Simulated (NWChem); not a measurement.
# One shape, several levels: CH5N (methylamine)

Wanted: a comparison of 6 runs (HF/aug-cc-pVDZ, B3LYP/6-31G*, PBE0/def2-SVP, B2PLYP/def2-SVPD, CCSD/aug-cc-pVDZ) of CH5N (methylamine). 

Program for the calculation: NWChem 7.3.0.

1 further run of the same task is left out (set aside as unsound or not needed).

## Step 1: The structure to begin with

CH5N: 7 atoms, total charge 0, spin state singlet. SMILES: `CN`. The shape is that of a PBE0-D4/def2-TZVP optimisation.

Bond lengths: C1–N2 1.453 Å, C1–H3 1.100 Å, C1–H4 1.092 Å, C1–H5 1.092 Å, N2–H6 1.012 Å, N2–H7 1.012 Å. Angles: C1–N2–H6 110.6°, C1–N2–H7 110.6°, N2–C1–H3 115.4°, N2–C1–H4 109.4°, N2–C1–H5 109.4°, H6–N2–H7 106.7°, H3–C1–H4 107.7°, H3–C1–H5 107.7°, H4–C1–H5 106.9°.

## Step 2: Energy and gradient at HF/aug-cc-pVDZ (run 1)

The input, ch5n.nw:

```
start ch5n
title "CH5N"
memory 2200 mb
charge 0
geometry units angstroms noautosym nocenter noautoz
 C     -0.473800    -0.138400    -0.281500
 N      0.801600     0.390900     0.170500
 H     -0.984400    -0.806400     0.427500
 H     -0.327200    -0.690700    -1.212500
 H     -1.150500     0.689300    -0.505500
 H      1.448000    -0.360600     0.373500
 H      0.686300     0.915800     1.027900
end
basis spherical bse
 * library aug-cc-pVDZ
end
scf
 thresh 1e-08
 maxiter 80
 noprint "final vectors analysis"
end
task scf gradient
```

The run is started by

```console
$ nwchem ch5n.nw > ch5n.out
```

The log of the run:

```text
[...]
  functions       =    91
[...]
  wavefunction    = RHF
[...]
         Total SCF energy =    -95.230789040306
      One-electron energy =   -211.551851717745
      Two-electron energy =     74.180181026865
 Nuclear repulsion energy =     42.140881650574
        Time for solution =     18.8s
[...]
                         RHF ENERGY GRADIENTS
    atom               coordinates                        gradient
                 x          y          z           x          y          z
   1 C      -0.895352  -0.261538  -0.531958    0.004977   0.001378   0.003223
   2 N       1.514804   0.738694   0.322198   -0.004304   0.002491  -0.010029
   3 H      -1.860246  -1.523875   0.807858   -0.002590  -0.001916   0.000697
   4 H      -0.618318  -1.305234  -2.291293   -0.000238  -0.000717  -0.001589
   5 H      -2.174130   1.302588  -0.955256   -0.001240   0.000981  -0.000716
   6 H       2.736323  -0.681435   0.705813    0.004968  -0.006590   0.001376
   7 H       1.296919   1.730611   1.942449   -0.001572   0.004374   0.007038
[...]
```

Run time: 26 s. Hardware: 1 thread of Intel Xeon Platinum 8375C at 2.90GHz (Ice Lake), shared host; peak memory 0.095 GiB.

## Step 3: Energy and forces at B3LYP/6-31G(d) (Cartesian functions) (run 2)

The input, ch5n.nw:

```
start ch5n
title "CH5N"
memory total 2200 mb
charge 0

geometry units angstroms noautosym nocenter noautoz
  C       -0.473800      -0.138400      -0.281500
  N        0.801600       0.390900       0.170500
  H       -0.984400      -0.806400       0.427500
  H       -0.327200      -0.690700      -1.212500
  H       -1.150500       0.689300      -0.505500
  H        1.448000      -0.360600       0.373500
  H        0.686300       0.915800       1.027900
end

basis "ao basis" cartesian
  C library 6-31G*
  N library 6-31G*
  H library 6-31G*
end

dft
  xc b3lyp
  grid xfine
  convergence energy 1e-08
  maxiter 100
  mulliken
  print low
end

task dft gradient
```

The run is started by

```console
$ nwchem ch5n.nw > ch5n.out
```

The log of the run:

```text
[...]
 d= 0,ls=0.0,diis     1    -95.8244718586 -1.38D+02  1.33D-02  2.95D-01     2.9
[...]
 d= 0,ls=0.0,diis     8    -95.8529945572 -5.76D-10  1.02D-06  2.76D-09    16.1
         Total DFT energy =      -95.852994557217
      One electron energy =     -211.844986878416
           Coulomb energy =       88.070711274069
    Exchange-Corr. energy =      -14.219600603445
 Nuclear repulsion energy =       42.140881650574
[...]
      Total Density - Mulliken Population Analysis
     ---------------------------------------------
    Atom       Charge   Shell Charges
 -----------   ------   -------------------------------------------------------
    1 C    6     6.31   1.99  0.68  2.10  0.59  0.90  0.04
    2 N    7     7.71   1.99  0.78  2.51  0.88  1.52  0.02
    3 H    1     0.88   0.53  0.35
    4 H    1     0.85   0.53  0.32
    5 H    1     0.85   0.53  0.32
    6 H    1     0.70   0.52  0.19
    7 H    1     0.70   0.52  0.19
[...]
                         DFT ENERGY GRADIENTS
    atom               coordinates                        gradient
                 x          y          z           x          y          z
   1 C      -0.895352  -0.261538  -0.531958    0.002237   0.001322   0.000134
   2 N       1.514804   0.738694   0.322198   -0.003948  -0.005076   0.005155
   3 H      -1.860246  -1.523875   0.807858    0.002464   0.002199  -0.001447
   4 H      -0.618318  -1.305234  -2.291293   -0.000437   0.001324   0.001831
   5 H      -2.174130   1.302588  -0.955256    0.001446  -0.001812   0.000229
   6 H       2.736323  -0.681435   0.705813   -0.002542   0.003804  -0.001545
   7 H       1.296919   1.730611   1.942449    0.000781  -0.001761  -0.004358
 Task  times  cpu:       18.9s     wall:       18.9s
 Total times  cpu:       18.9s     wall:       18.9s
```

Run time: 20 s. Hardware: 1 thread of Intel Xeon Platinum 8375C at 2.90GHz (Ice Lake), shared host; peak memory 0.13 GiB.

## Step 4: Energy and forces at PBE0/def2-SVP (run 3)

The input, run.py:

```python
from ase import Atoms
from ase.calculators.nwchem import NWChem

system = Atoms(['C', 'N', 'H', 'H', 'H', 'H', 'H'], positions=[
    [-0.473800, -0.138400, -0.281500],
    [0.801600, 0.390900, 0.170500],
    [-0.984400, -0.806400, 0.427500],
    [-0.327200, -0.690700, -1.212500],
    [-1.150500, 0.689300, -0.505500],
    [1.448000, -0.360600, 0.373500],
    [0.686300, 0.915800, 1.027900],
])

calc = NWChem(
    label='run',
    theory='dft',
    memory='2200 mb',
    basis='def2-SVP',
    basispar='spherical bse',
    dft={'xc': 'pbe0', 'mult': '1', 'grid': 'xfine', 'convergence': 'energy 1e-08', 'iterations': '100', 'mulliken': None, 'print': 'low'},
)
system.calc = calc

forces = system.get_forces()
print("Total energy (eV):", round(system.get_potential_energy(), 6))
print("forces (eV/A):")
for s, f in zip(system.symbols, forces):
    print(f"{s:2s} {f[0]:10.5f} {f[1]:10.5f} {f[2]:10.5f}")
```

The run is started by

```console
$ export ASE_NWCHEM_COMMAND="nwchem PREFIX.nwi > PREFIX.nwo"
$ python run.py
```

The log of the run:

```text
Total energy (eV): -2603.215961
forces (eV/A):
C     0.55140    0.19972    0.24667
N    -0.24050    0.05415   -0.37754
H    -0.21566   -0.21165    0.16311
H    -0.00581   -0.16404   -0.26529
H    -0.22559    0.20337   -0.07739
H     0.15159   -0.18070    0.08459
H    -0.01553    0.09909    0.22590
```

The calculator wrote run.nwi:

```
title "run"

permanent_dir run

scratch_dir run

start run

geometry units angstrom nocenter noautosym noautoz
  C  -4.7380000000000000e-01 -1.3840000000000000e-01 -2.8149999999999997e-01
  N  8.0159999999999998e-01 3.9090000000000003e-01 1.7050000000000001e-01
  H  -9.8440000000000005e-01 -8.0640000000000001e-01 4.2749999999999999e-01
  H  -3.2719999999999999e-01 -6.9069999999999998e-01 -1.2124999999999999e+00
  H  -1.1505000000000001e+00 6.8930000000000002e-01 -5.0549999999999995e-01
  H  1.4480000000000000e+00 -3.6059999999999998e-01 3.7350000000000000e-01
  H  6.8630000000000002e-01 9.1579999999999995e-01 1.0279000000000000e+00
end

memory 2200 mb

basis spherical bse noprint
   * library def2-SVP
end

dft
  xc pbe0
  mult 1
  grid xfine
  convergence energy 1e-08
  iterations 100
  mulliken
  print low
end

task dft gradient
```

run.nwo:

```text
Northwest Computational Chemistry Package (NWChem) 7.3.0
             --------------------------------------------------------

           Job information
           ---------------

    nwchem branch   = 7.3.0
    use scalapack   = T
    input           = run.nwi
    prefix          = run.
    data base       = run/run.db
    status          = startup
    nproc           =        1

           Memory information
           ------------------

    heap     =     72089598 doubles =      550.0 Mbytes
    stack    =     72089595 doubles =      550.0 Mbytes
    global   =    144179200 doubles =     1100.0 Mbytes (distinct from heap & stack)
    total    =    288358393 doubles =     2200.0 Mbytes
    verify   = yes
    hardfail = no

[... 39 lines left out ...]
            Nuclear Dipole moment (a.u.)
[... 77 lines left out ...]
   convergence    iter        energy       DeltaE   RMS-Dens  Diis-err    time
[... 7 lines left out ...]
         Total DFT energy =      -95.666422835891
      One electron energy =     -211.731766221871
           Coulomb energy =       88.014635949065
    Exchange-Corr. energy =      -14.090174213659
 Nuclear repulsion energy =       42.140881650574
[... 33 lines left out ...]
                         DFT ENERGY GRADIENTS

    atom               coordinates                        gradient
                 x          y          z           x          y          z
   1 C      -0.895352  -0.261538  -0.531958   -0.010723  -0.003884  -0.004797
   2 N       1.514804   0.738694   0.322198    0.004677  -0.001053   0.007342
   3 H      -1.860246  -1.523875   0.807858    0.004194   0.004116  -0.003172
   4 H      -0.618318  -1.305234  -2.291293    0.000113   0.003190   0.005159
   5 H      -2.174130   1.302588  -0.955256    0.004387  -0.003955   0.001505
   6 H       2.736323  -0.681435   0.705813   -0.002948   0.003514  -0.001645
   7 H       1.296919   1.730611   1.942449    0.000302  -0.001927  -0.004393

 Task  times  cpu:       22.4s     wall:       22.4s
 Total times  cpu:       22.4s     wall:       22.4s
```

Wall time 24 s (1 thread of Intel Xeon Platinum 8375C at 2.90GHz (Ice Lake), shared host); peak memory 0.13 GiB.

Runs 4 to 5 aren't shown in full; the table further down has their settings and results.

## Step 5: The energy at CCSD/aug-cc-pVDZ (run 6)

The input, ch5n.nw:

```
start ch5n
title "CH5N energy"
memory stack 880 mb heap 220 mb global 1100 mb

geometry units angstrom noautosym nocenter noautoz
  C       -0.473800      -0.138400      -0.281500
  N        0.801600       0.390900       0.170500
  H       -0.984400      -0.806400       0.427500
  H       -0.327200      -0.690700      -1.212500
  H       -1.150500       0.689300      -0.505500
  H        1.448000      -0.360600       0.373500
  H        0.686300       0.915800       1.027900
end

basis spherical bse
  * library aug-cc-pVDZ
end

scf
  thresh 1e-08
  maxiter 80
  print medium
end

ccsd
  freeze core 2
  maxiter 60
end

task ccsd
```

The run is started by

```console
$ nwchem ch5n.nw > ch5n.out
```

The log of the run:

```text
[...]
  functions       =    91
[...]
  wavefunction    = RHF
[...]
         Total SCF energy =    -95.230789040306
      One-electron energy =   -211.551851717745
      Two-electron energy =     74.180181026865
 Nuclear repulsion energy =     42.140881650574
        Time for solution =     19.7s
[...]
 Total MP2 energy:            -95.573217884805686
[...]
             energy      energy      error      ampl     ampl      Block
                                                time     time      time
[...]
 Total CCSD energy:            -95.602592223778643
[...]
```

It took 2.6 min on 1 thread of Intel Xeon Platinum 8375C at 2.90GHz (Ice Lake), shared host; peak memory 0.15 GiB.

## Step 6: The series

| run | level | Cartesian functions | iteration cap | energy (Eh) | largest force (eV/Å) | wall time |
| --- | --- | --- | --- | --- | --- | --- |
| 1 | HF/aug-cc-pVDZ | no | 80 | -95.230789 | 0.576 | 26 s |
| 2 | B3LYP/6-31G* (Cartesian functions) | yes | 100 | -95.852995 | 0.424 | 20 s |
| 3 | PBE0/def2-SVP | no | 100 | -95.666423 | 0.636 | 24 s |
| 4 | B3LYP/6-31G* (spherical functions) | no | 100 | -95.851174 | 0.405 | 18 s |
| 5 | B2PLYP/def2-SVPD | no | 100 | -95.687827 | – | 29 s |
| 6 | CCSD/aug-cc-pVDZ | no | 80 | -95.602592 | – | 2.6 min |

## Step 7: Outcome

```
                                          quantity         value
                               run 6: total energy  -95.60259 Eh
        run 6: HOMO energy (Hartree–Fock orbitals)     -10.58 eV
        run 6: LUMO energy (Hartree–Fock orbitals)       0.98 eV
      run 6: HOMO–LUMO gap (Hartree–Fock orbitals)      11.56 eV
run 6: correlation energy (2 core orbitals frozen)    -371.8 mEh
```

Over runs 1, 4, 5 the dipole moment (its size) runs from 1.34 D (B2PLYP/def2-SVPD) to 1.41 D (B3LYP/6-31G*). The two ends differ in method and basis. A double hybrid's value is that of its SCF part. Totals of different functionals can't be ranked against each other. All runs together took 4.5 min, the longest 2.6 min.
